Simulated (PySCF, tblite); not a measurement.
Isomers of [C5H10P]- (charge -1), one GFN2-xTB conformer each. Single-point energies are computed at PBE0/pcSseg-1 (PySCF, gas phase, no added dispersion term), electronic only.

Question: Rank them by PBE0/pcSseg-1 energy, lowest first (kcal/mol).
A. `[CH3:1][CH2:2][P-:3][CH:4]1[CH2:5][CH2:6]1` (charge -1) with C1–C2–P3–C4 79°, C2–P3–C4–C5 94°
B. `[CH2:1]=[CH:2][P-:3][CH2:4][CH2:5][CH3:6]` (charge -1) with C1–C2–P3–C4 1°, C2–P3–C4–C5 78°, P3–C4–C5–C6 65°
C. `[CH2:1]=[CH:2][CH2:3][P-:4][CH2:5][CH3:6]` (charge -1) with C1–C2–C3–P4 -107°, C2–C3–P4–C5 -84°, C3–P4–C5–C6 -78°

Answer: B (0.0), C (12.3), A (15.7).

As drawn, the highest has a three-membered ring, which the lowest lacks. Neighbours under 5.0 kcal/mol apart (C=CC[P-]CC and CC[P-]C1CC1) can change places with a better method, another conformer or zero-point energy. GFN2-xTB itself gives, in the same order: 0.0, 7.7, 3.9. Both levels put the same isomer lowest; measured from each level's own lowest isomer, the values differ by up to 11.8 kcal/mol (CC[P-]C1CC1: 3.9 against 15.7).

What happens when harmonic zero-point energies from GFN2-xTB frequencies are added?

```
     SMILES  ZPE (kcal/mol)  electronic (kcal/mol)  with ZPE (kcal/mol)
 C=C[P-]CCC            83.8                    0.0                  0.0
 C=CC[P-]CC            83.3                   12.3                 11.8
CC[P-]C1CC1            84.4                   15.7                 16.3
```

The zero-point energies span 1.1 kcal/mol. The order is unchanged.
